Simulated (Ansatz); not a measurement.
## Rock-salt KF: LO phonon frequency at L by level of theory

No measured value is used here.

Problem. Put these levels in order of the LO phonon frequency at L that they give for rock-salt KF, smallest first: LDA (Ansatz, a program for electronic structure), PBE (Ansatz), r²SCAN (Ansatz).

Solution. PBE (246 cm⁻¹), r²SCAN (261 cm⁻¹), LDA (275 cm⁻¹)

Unless a cell is named, each level is at its own relaxed cell (LDA 17.20, PBE 19.91, r²SCAN 18.81 Å³/atom).

Each level is taken at its own relaxed cell. Cutoffs differ between the levels. Ansatz's density-functional and Hartree–Fock values are scalar-relativistic unless marked +SOC, with PAW data made under PBE.
